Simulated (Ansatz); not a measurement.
We consider hcp Mg, described by PBE (PAW; Ansatz, a program for electronic structure).

Numerical settings: plane-wave cutoff 520 eV, 16×16×10 k mesh (along the axes of the cell as run), Fermi–Dirac smearing 0.1 eV, perturbation theory, force constants from a 4×4×2 q mesh, scalar-relativistic PAW data made under PBE.

Computed at the level's own relaxed cell.

Space group P6₃/mmc (No. 194); a = b = 3.1993 Å, c = 5.1773 Å, α = β = 90.00°, γ = 120.00°

```csv
atom,site,symmetry,x,y,z
Mg,2c,-6m2,0.3333,0.6667,0.2500
```

Harmonic phonon frequencies (cm⁻¹; i marks an imaginary mode):

```json
[
 {"q point": "Γ", "frequencies": "0 0 0 125 125 248"},
 {"q point": "A", "frequencies": "93 93 93 93 176 176"}
]
```

No imaginary mode appears at these points.
